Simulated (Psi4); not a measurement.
# A workflow on [C3H3]+ (SMILES c1c[cH+]1), part 2 of 2

Psi4 1.11. Earlier steps stand in the parts before.

### Step 3. The harmonic vibrations at TPSS-D4/6-311G(d,p) (density fitting) (run 2)

The input, c3h3.xyz:

```xyz
6
C3H3
C     -0.721581    -0.088953    -0.311642
C      0.606650     0.209239    -0.462257
C      0.114524    -0.120443     0.772701
H     -1.711522    -0.209883    -0.738997
H      1.440127     0.496510    -1.094727
H      0.271230    -0.286735     1.833364
```

The input, run.py:

```python
import psi4

psi4.set_memory(1600000000)
psi4.set_num_threads(1)
psi4.core.set_output_file('psi4.out', False)

with open('c3h3.xyz') as f:
    atoms = ''.join(f.readlines()[2:])
m = psi4.geometry('1 1\n' + atoms + '')

psi4.set_options({
    'basis': '6-311G**',
    'reference': 'rks',
    't': 600.0,
    'rotational_symmetry_number': 6,
})

e_tot = psi4.frequencies("tpss-d4", molecule=m)
print(f'total energy {e_tot:.8f} hartree = {e_tot * 27.211386:.5f} eV')
for k in ('ZPVE', 'ENTHALPY', 'GIBBS FREE ENERGY'):
    print(f'{k}: {psi4.variable(k):.8f} Eh')
```

The run is started by

```
$ python run.py
```

psi4.out, cut to the lines that bear on the results:

```text
[...]
  Running in c1 symmetry.
[...]
  Nuclear repulsion =   59.025914089946241
[...]
  Multiplicity = 1
[...]
  Nalpha       = 10
  Nbeta        = 10
[...]
    Number of basis functions: 72
[...]
   @DF-RKS iter   1:  -115.66071651079167    8.60539e-02   7.05279e-03 ADIIS/DIIS
[...]
   @DF-RKS iter   9:  -115.78782453721574   -1.23634e-12   7.73482e-09 DIIS
[...]
  @DF-RKS Final Energy:  -115.78782453721574
   => Energetics <=
    Nuclear Repulsion Energy =             59.0371638512916874
    One-Electron Energy =                -265.2313107695884469
    Two-Electron Energy =                 107.4946415288714547
    DFT Exchange-Correlation Energy =     -17.0854988709314846
    Empirical Dispersion Energy =          -0.0028202768589517
    VV10 Nonlocal Energy =                  0.0000000000000000
    Total Energy =                       -115.7878245372157409
[...]
  -Total Gradient:
     Atom            X                  Y                   Z
    ------   -----------------  -----------------  -----------------
       1       -0.000007211973    -0.000133550873     0.000090086887
       2        0.000436660022     0.000164177097    -0.000700403415
       3        0.000244280230    -0.000023143890     0.001268739482
       4       -0.000030671919     0.000047016811    -0.000018005263
       5       -0.000445472318    -0.000168769464     0.000550008374
       6       -0.000188257805     0.000117523063    -0.001197856440
[...]
  ==> Harmonic Vibrational Analysis <==
[...]
  Freq [cm^-1]                 768.4400            925.5999            936.3763
[...]
  IR activ [km/mol]            75.7275             29.9484             31.9680
[...]
  Freq [cm^-1]                1012.5623           1012.8995           1023.4942
[...]
  IR activ [km/mol]             0.0591              0.0199              0.0036
[...]
  Freq [cm^-1]                1289.9693           1298.2916           1634.9092
[...]
  IR activ [km/mol]            50.9708             48.2238              0.0017
[...]
  Freq [cm^-1]                3208.9821           3210.3273           3259.2372
[...]
  IR activ [km/mol]            85.4767             85.9590              0.0051
[...]
  Total E_0, Enthalpy at 0 [K]                                                         -115.74321942 [Eh]
[...]
  Total H, Enthalpy at  600.00 [K]                                                     -115.73188560 [Eh]
[...]
  Total G, Gibbs energy at  600.00 [K]                                                 -115.79406995 [Eh]
[...]
```

Standard output:

```text
total energy -115.78782842 hartree = -3150.74729 eV
ZPVE: 0.04460900 Eh
ENTHALPY: -115.73188560 Eh
GIBBS FREE ENERGY: -115.79406995 Eh
```

Run time: 2.8 min. Hardware: 1 thread of AMD EPYC 9R45 (Zen 5), shared host; peak memory 0.88 GiB.

### Step 4. The energy at MP2/cc-pVTZ (density fitting, density fitting for correlation) (run 3)

The input, job.py:

```python
import psi4

psi4.set_memory(1600000000)
psi4.set_num_threads(1)
psi4.set_output_file('run.log', False)

geom = psi4.geometry("""
1 1
C
C 1 1.369599
C 1 1.369621 2 60.00295
H 1 1.085007 2 149.97149 3 179.89783
H 2 1.085001 1 150.08059 4 -0.08693
H 3 1.084996 1 149.95677 4 0.20385
""")

options = {'basis': 'cc-pVTZ', 'freeze_core': True}
psi4.set_options(options)

energy_value = psi4.energy('mp2')
print(f'mp2 energy: {energy_value:.10f} Eh')
for k, v in sorted(psi4.core.scalar_variables().items()):
    print(f'{k:45s} {v:18.10f}')
```

The run is started by

```
$ python job.py
```

run.log, cut to the lines that bear on the results:

```text
[...]
  Running in c1 symmetry.
[...]
  Nuclear repulsion =   59.025917234479095
[...]
  Multiplicity = 1
[...]
  Nalpha       = 10
  Nbeta        = 10
[...]
    Number of basis functions: 132
[...]
   @DF-RHF iter   1:  -115.01549742092293   -2.79237e-01   1.56585e-03 DIIS/ADIIS
[...]
   @DF-RHF iter   9:  -115.04511705301502   -9.09495e-13   4.38835e-09 DIIS
[...]
    Orbital Energies [Eh]
    ---------------------
    Doubly Occupied:
       1A    -11.567738     2A    -11.565602     3A    -11.565584
       4A     -1.505765     5A     -1.064043     6A     -1.064009
       7A     -0.979760     8A     -0.782449     9A     -0.782336
      10A     -0.760493
[...]
  @DF-RHF Final Energy:  -115.04511705301502
   => Energetics <=
    Nuclear Repulsion Energy =             59.0259172344790954
    One-Electron Energy =                -264.8665069815371567
    Two-Electron Energy =                  90.7954726940430419
    Total Energy =                       -115.0451170530150193
[...]
 Multipole Moments:
 ------------------------------------------------------------------------------------
     Multipole            Electronic (a.u.)      Nuclear  (a.u.)        Total (a.u.)
 ------------------------------------------------------------------------------------
 L = 1.  Multiply by 2.5417464519 to convert [e a0] to [Debye]
 Dipole X            :         -0.0000846            0.0001295            0.0000449
 Dipole Y            :         -0.0004079            0.0007323            0.0003245
 Dipole Z            :         -0.0000500            0.0001325            0.0000825
 Magnitude           :                                                    0.0003378
[...]
```

Standard output:

```text
mp2 energy: -115.4674762182 Eh
CURRENT CORRELATION ENERGY                         -0.4223591652
CURRENT ENERGY                                   -115.4674762182
CURRENT REFERENCE ENERGY                         -115.0451170530
CUSTOM SCS-MP2 CORRELATION ENERGY                  -0.4222210046
CUSTOM SCS-MP2 TOTAL ENERGY                      -115.4673380576
DD SOLVATION ENERGY                                 0.0000000000
HF KINETIC ENERGY                                 114.7504121489
HF POTENTIAL ENERGY                              -229.7955292019
HF TOTAL ENERGY                                  -115.0451170530
HF VIRIAL RATIO                                     2.0025682252
MP2 CORRELATION ENERGY                             -0.4223591652
MP2 DOUBLES ENERGY                                 -0.4223591652
MP2 OPPOSITE-SPIN CORRELATION ENERGY               -0.3247322495
MP2 SAME-SPIN CORRELATION ENERGY                   -0.0976269158
MP2 SINGLES ENERGY                                 -0.0000000000
MP2 TOTAL ENERGY                                 -115.4674762182
NUCLEAR REPULSION ENERGY                           59.0259172345
ONE-ELECTRON ENERGY                              -264.8665069815
PCM POLARIZATION ENERGY                             0.0000000000
PE ENERGY                                           0.0000000000
SCF ITERATION ENERGY                             -115.0451170530
SCF ITERATIONS                                      9.0000000000
SCF TOTAL ENERGY                                 -115.0451170530
SCS-MP2 CORRELATION ENERGY                         -0.4222210046
SCS-MP2 TOTAL ENERGY                             -115.4673380576
TWO-ELECTRON ENERGY                                90.7954726940
```

Run time: 1.4 s. Hardware: 1 thread of AMD EPYC 9R45 (Zen 5), shared host; peak memory 0.25 GiB.

### Step 5. Outcome

This closing draws on all 2 parts.

| quantity | value |
| --- | --- |
| run 1, TPSS-D4/6-311G**: total energy at the end | -115.78783 Eh |
| run 1, TPSS-D4/6-311G**: HOMO energy | -16.30 eV |
| run 1, TPSS-D4/6-311G**: LUMO energy | -8.87 eV |
| run 1, TPSS-D4/6-311G**: HOMO–LUMO gap | 7.43 eV |
| run 1, TPSS-D4/6-311G**: dispersion energy | -7.40 kJ/mol |
| run 2, TPSS-D4/6-311G**: lowest harmonic wavenumber | 768 cm⁻¹ |
| run 2, TPSS-D4/6-311G**: highest harmonic wavenumber | 3259 cm⁻¹ |
| run 2, TPSS-D4/6-311G**: zero-point energy | 117.1 kJ/mol |
| run 2, TPSS-D4/6-311G**: ideal-gas entropy at 600 K (symmetry number 6 as used) | 65.0 cal/(mol K) |
| run 3, MP2/cc-pVTZ: total energy | -115.46748 Eh |
| run 3, MP2/cc-pVTZ: HOMO energy (Hartree–Fock orbitals) | -20.69 eV |
| run 3, MP2/cc-pVTZ: LUMO energy (Hartree–Fock orbitals) | -3.25 eV |
| run 3, MP2/cc-pVTZ: HOMO–LUMO gap (Hartree–Fock orbitals) | 17.44 eV |
| run 3, MP2/cc-pVTZ: correlation energy (3 core orbitals frozen) | -422.4 mEh |

In words: The optimisation (run 1, TPSS-D4/6-311G**) took 3 steps and changed the energy by -0.012 eV. All 12 modes (run 2, TPSS-D4/6-311G**) are real, so the shape is a minimum at this level.
